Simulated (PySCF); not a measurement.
C4H5O (charge -1).
SMILES with atom numbers: `[CH2:1]=[CH:2][C:3](=[CH2:4])[O-:5]` (hydrogens: H6, H7 on C1; H8 on C2; H9, H10 on C4)

The same species was optimised twice, with GFN2-xTB and with PBE0-D3(BJ)/def2-SVP (PySCF), and the same property calculations (PySCF, gas phase) were run on both structures.

| coordinate | GFN2-xTB | PBE0-D3(BJ)/def2-SVP | change |
| --- | --- | --- | --- |
| C3=C4 (Å) | 1.370 | 1.392 | +0.022 |
| C1–H6 (Å) | 1.078 | 1.096 | +0.018 |
| C2–C3 (Å) | 1.496 | 1.511 | +0.015 |
| C4–H10 (Å) | 1.081 | 1.096 | +0.015 |
| C4–H9 (Å) | 1.082 | 1.095 | +0.013 |
| C1=C2 (Å) | 1.327 | 1.339 | +0.012 |
| C1–H7 (Å) | 1.084 | 1.096 | +0.012 |
| C2–H8 (Å) | 1.088 | 1.099 | +0.011 |
| C3–O5 (Å) | 1.269 | 1.259 | -0.010 |
| H6–C1–H7 (°) | 116.9 | 119.8 | +2.9 |
| C2–C1–H6 (°) | 119.4 | 116.9 | -2.5 |
| C4–C3–O5 (°) | 126.7 | 128.8 | +2.1 |
| H9–C4–H10 (°) | 116.3 | 118.4 | +2.1 |
| C1–C2–C3 (°) | 123.6 | 121.7 | -1.9 |
| C3–C2–H8 (°) | 116.4 | 117.9 | +1.5 |
| C3–C4–H10 (°) | 121.6 | 120.2 | -1.4 |
| C2–C3–O5 (°) | 119.1 | 118.0 | -1.1 |
| C1–C2–C3–C4 (°) | 180 | 180 | 0 |

Rotational constants: A = 10400, B = 4381, C = 3082 MHz (GFN2-xTB) against A = 10291, B = 4383, C = 3074 MHz (PBE0-D3(BJ)/def2-SVP). Point groups within 0.08 Å: Cs and Cs.

On the GFN2-xTB structure: HOMO (eV) 0.24 [PBE0/pcSseg-1]; LUMO (eV) 4.66 [PBE0/pcSseg-1]; GIAO shielding of C1 (ppm) 83.2 [PBE0/pcSseg-1]; GIAO shielding of C2 (ppm) 30.8 [PBE0/pcSseg-1]; GIAO shielding of C3 (ppm) 15.1 [PBE0/pcSseg-1]; GIAO shielding of C4 (ppm) 118.1 [PBE0/pcSseg-1]; GIAO shielding of O5 (ppm) 59.1 [PBE0/pcSseg-1].

Q: What do these properties become on the PBE0-D3(BJ)/def2-SVP structure?

A: 
```tsv
property	level	on GFN2-xTB	on PBE0-D3(BJ)/def2-SVP	change
HOMO (eV)	PBE0/pcSseg-1	0.24	0.20	-0.04
LUMO (eV)	PBE0/pcSseg-1	4.66	4.64	-0.02
energy, GFN2-xTB geometry as zero (kcal/mol)	PBE0/pcSseg-1	0.0	-0.6	-0.6
GIAO shielding of C1 (ppm)	PBE0/pcSseg-1	83.2	79.3	-3.9
GIAO shielding of C2 (ppm)	PBE0/pcSseg-1	30.8	26.7	-4.1
GIAO shielding of C3 (ppm)	PBE0/pcSseg-1	15.1	14.6	-0.5
GIAO shielding of C4 (ppm)	PBE0/pcSseg-1	118.1	117.2	-0.9
GIAO shielding of O5 (ppm)	PBE0/pcSseg-1	59.1	58.3	-0.8
```

The heavy atoms differ by 0.021 Å rms after alignment. Among all bonds C3=C4 changes most (+0.022 Å). Changes are differences of the printed values. Neither structure is proved a minimum here. The structure is a single PBE0-D3(BJ)/def2-SVP conformer in the gas phase; no vibrational or solvent corrections. The geometry's basis has no diffuse functions, a weakness for an anion.

The values belong to the conformer `[CH2:1]=[CH:2][C:3](=[CH2:4])[O-:5]`: C1–C2–C3–C4 180°.
